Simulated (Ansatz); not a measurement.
# AlFH₂Mg (SMILES [F][AlH][MgH]): functionals against CCSD(T) at one geometry

One table from this session's results is given with a row withheld; the runs are named, their logs left out.

The runs use Ansatz 0.2.0, Gaussian basis; single points in def2-TZVPP.

Correlated methods freeze the cores. The outer core shell of Li, Na, Mg and K is correlated.

## Starting geometry

SMILES `[F][AlH][MgH]`, 5 atoms, charge 0, spin multiplicity 1.

Atoms are counted from 1 here; the program's logs count them from 0.

Bond lengths: F1–Al2 1.476 Å, Al2–H4 1.631 Å, Mg3–H5 1.806 Å. Angles: F1–Al2–H4 112.7°.

As a file:

```
F    -1.72120   -1.79500    0.57780
Al   -0.89360   -0.68550    0.06510
Mg    1.72090    0.34010    0.25240
H    -1.71430    0.30010   -0.94300
H     2.75240    1.77930   -0.10310
```

Set-up of the first run:

run/in.yaml

```yaml
crystal:
  periodic: [false, false, false]
  atoms:
    - {symbol: F, position_ang: [-1.721200, -1.795000, 0.577800]}
    - {symbol: Al, position_ang: [-0.893600, -0.685500, 0.065100]}
    - {symbol: Mg, position_ang: [1.720900, 0.340100, 0.252400]}
    - {symbol: H, position_ang: [-1.714300, 0.300100, -0.943000]}
    - {symbol: H, position_ang: [2.752400, 1.779300, -0.103100]}
basis:
  gaussian: {orbitals: def2-TZVPP}
correlation: {method: ccsd_t}
output: {forces: true}
```

The command line of these runs was not kept.

Among the steps run: CCSD(T)/def2-TZVPP; PBE0-D4/def2-TZVPP; wB97M-V/def2-TZVPP; r2SCAN-D4/def2-TZVPP; PBE-D4/def2-TZVPP; SPW92/def2-TZVPP; LC-wPBE/def2-TZVPP.

One table of the session follows, with a row left open; its other results are not shown here.

| method | RMS force component (eV/Å) | angle to CCSD(T) forces (°) | dipole (D) |
| --- | --- | --- | --- |
| CCSD(T) | 3.269 | reference | 2.47 |
| PBE0-D4 | 3.148 | 0.4 | 2.27 |
| wB97M-V | 3.258 | 0.5 | 2.44 |
| r2SCAN-D4 | 3.183 | 0.6 | 2.26 |
| PBE-D4 | 3.329 | 1.7 | 2.08 |
| SPW92 | 3.058 | 1.3 | 2.00 |
| LC-wPBE | ? | ? | ? |

**Question.** Estimate the row for LC-wPBE.

As computed: RMS force component (eV/Å): 3.248; angle to CCSD(T) forces (°): 0.5; dipole (D): 2.50. In the column «RMS force component (eV/Å)» it lies between r2SCAN-D4 (3.183) and wB97M-V (3.258).
